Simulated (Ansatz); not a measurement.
This geometry of AlFH2 + H2 (6 atoms, charge 0, multiplicity 1) is a first-order saddle point.

These are results of Ansatz, RKS B3LYP-D4/6-31G*, not measurements.

```xyz
6
Properties=species:S:1:pos:R:3
Al 0.014 -0.288 -0.097
F 0.020 -0.161 1.862
H 1.402 0.241 -0.638
H -1.405 0.167 -0.626
H 0.059 -1.872 0.499
H 0.045 -1.171 1.601
```

(1) Which two structures does it join? (They come from a converged band through this point; their orientation in space is the band's.)

(2) How far does it lie above each of them?

Results:

(1) Bonds broken: H5–H6. Bonds formed: Al1–H5, F2–H6. AlFH2 + H2 becomes AlFH4.

Image 0:

```xyz
6
Properties=species:S:1:pos:R:3
Al -0.007 0.449 -0.116
F 0.003 0.360 1.542
H 1.393 0.533 -0.845
H -1.417 0.455 -0.831
H 0.090 -2.784 1.283
H 0.073 -2.097 1.569
```

Image 8:

```xyz
6
Properties=species:S:1:pos:R:3
Al 0.016 -0.395 -0.196
F 0.019 -0.137 1.853
H 1.382 0.287 -0.634
H -1.390 0.209 -0.621
H 0.062 -1.966 0.211
H 0.046 -1.081 1.988
```

(2) 1.52 eV above the first and 0.04 eV above the second. This is the barrier of this one path; another mechanism may lie lower. The orbitals stay closed-shell, which can raise the energy where a bond breaks towards radicals; this wasn't checked here.

Run time: 84 s on 1 thread of Arm Neoverse V2 (shared host), peak memory 0.089 GiB.
